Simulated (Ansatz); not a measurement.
Solid CO2 (dry ice), treated with PBE0-D4 in Ansatz (plane waves, PAW).

The cell is the one relaxed with PBE-D4: a = b = c = 5.718 Å, α = β = γ = 90.00°.

### Question
Estimate the lattice energy that the calculation returns.

### Answer

lattice energy: 27 kJ/mol

Measured, for comparison: lattice energy 28 kJ/mol (sublimation enthalpy back-corrected for vibrations incl. anharmonic terms (X23); as tabulated in Klimeš (2016), arXiv:1606.06868). Computed (rounded) less measured: lattice energy -1 kJ/mol.

Static lattice: no zero-point or thermal effects.

Computing time: about 40 core-seconds (a rough figure).

Ansatz is a program for electronic structure.
